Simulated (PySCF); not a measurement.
**MgH₃⁻ at several levels of theory**

All levels use the PBE0 minimum (singlet; Mg–H 1.809 Å (×3); H–Mg–H 120.0° (×3)), basis [Mg def2-TZVPD, H def2-TZVPD], no relativity, density fitting, no spin–orbit coupling, PySCF. For vertical energies the ionised species is a doublet (spins chosen at PBE0 and kept). Open shells are unrestricted, also as the reference of the correlated levels. A dash marks a value that was not computed or is not defined at that level.

```json
{"level": "PBE0", "vertical detachment energy (eV)": "?", "−ε(HOMO) (eV)": "?", "gap (eV)": "?"}
{"level": "CCSD(T)", "vertical detachment energy (eV)": "?", "−ε(HOMO) (eV)": "–", "gap (eV)": "–"}
{"level": "HF", "vertical detachment energy (eV)": "3.12", "−ε(HOMO) (eV)": "4.31", "gap (eV)": "8.77"}
{"level": "PBE", "vertical detachment energy (eV)": "3.39", "−ε(HOMO) (eV)": "0.40", "gap (eV)": "3.38"}
{"level": "r2SCAN", "vertical detachment energy (eV)": "3.45", "−ε(HOMO) (eV)": "0.64", "gap (eV)": "4.12"}
{"level": "B3LYP", "vertical detachment energy (eV)": "3.57", "−ε(HOMO) (eV)": "1.35", "gap (eV)": "4.62"}
{"level": "TPSSh", "vertical detachment energy (eV)": "3.45", "−ε(HOMO) (eV)": "1.00", "gap (eV)": "4.28"}
{"level": "MP2", "vertical detachment energy (eV)": "3.72", "−ε(HOMO) (eV)": "–", "gap (eV)": "–"}
{"level": "LDA", "vertical detachment energy (eV)": "3.45", "−ε(HOMO) (eV)": "0.46", "gap (eV)": "3.35"}
{"level": "M06", "vertical detachment energy (eV)": "3.56", "−ε(HOMO) (eV)": "1.47", "gap (eV)": "4.07"}
```

Task: Fill in the row of CCSD(T).

Result: vertical detachment energy (eV) 3.75.

Task: Fill in the row of PBE0.

Result: vertical detachment energy (eV) 3.53, −ε(HOMO) (eV) 1.50, gap (eV) 4.91.

For MgH₃⁻ itself CCSD(T) correlates 14 electrons; T1 = 0.008, D1 = 0.020, (T) = -7 kJ/mol.

The lowest empty level of this anion is unbound, so it and the gap depend on the basis.
